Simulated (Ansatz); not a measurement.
**OF2, singlet: CASSCF and its corrections**

Calculated in Ansatz's Gaussian-basis code. Basis cc-pVTZ, nonrelativistic, 3 orbitals frozen in the corrections. State-specific CASSCF; RHF is the lowest restricted (open-shell) Hartree–Fock solution met. Solutions may break the symmetry of the shape. Lower solutions, or ones in other orbitals, may exist.

Geometry:

```xyz
3

O     0.0000    0.0000    0.0000
F     0.0000    1.1003    0.8737
F     0.0000   -1.1003    0.8737
```

Q: What do CASSCF and its corrections give against RHF in CAS(14,9), and what are the occupations?

A: CASSCF -3.511 eV, SC-NEVPT2 -20.146 eV; occupations 2.00, 2.00, 2.00, 2.00, 1.99, 1.91, 1.91, 0.10, 0.09.

Q: How do single-reference totals in the same basis and frozen core stand against SC-NEVPT2 in CAS(14,9)?

A: CCSD(T) -1.389 eV, CCSDT -1.391 eV. Coupled cluster stands on the determinant that it favours, which can lie over the RHF solution above, and is in doubt where the occupations are far from 0, 1 and 2.

Q: Roughly how much CPU time does a whole run from the default start take (median of such runs, summed over threads; nearly all runs on one pinned thread of a shared server, mostly Xeon at 2.3 to 2.6 GHz, by a development driver)?

A: CAS(14,9): about 6.8 s. Other jobs ran beside these, and the count of passes differs.
